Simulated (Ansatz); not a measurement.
Results of the Gaussian-basis code of Ansatz.

A structure relaxed at PBE0-D4/def2-TZVP, charge 0, multiplicity 1:

| atom | x (Å) | y (Å) | z (Å) |
| --- | --- | --- | --- |
| S1 | 0.440 | -1.443 | 1.400 |
| C2 | 0.210 | -0.473 | -0.096 |
| C3 | -1.224 | 0.016 | -0.322 |
| O4 | -0.767 | 1.351 | -0.564 |
| C5 | 0.552 | 1.022 | -0.109 |
| H6 | 1.717 | -1.792 | 1.181 |
| H7 | 0.608 | -1.012 | -0.954 |
| H8 | -1.859 | -0.041 | 0.570 |
| H9 | -1.758 | -0.405 | -1.177 |
| H10 | 1.324 | 1.345 | -0.813 |
| H11 | 0.757 | 1.432 | 0.886 |

Problem. Give its formula and SMILES.

Solution. C3H6OS, `SC1COC1`.

Problem. Summarise the bond lengths by kind.

Solution. 1 × C–S 1.798 Å; 1 × H–S 1.342 Å; 2 × C–C 1.532 to 1.533 Å; 5 × C–H 1.089 to 1.097 Å; 2 × C–O 1.432 to 1.434 Å.
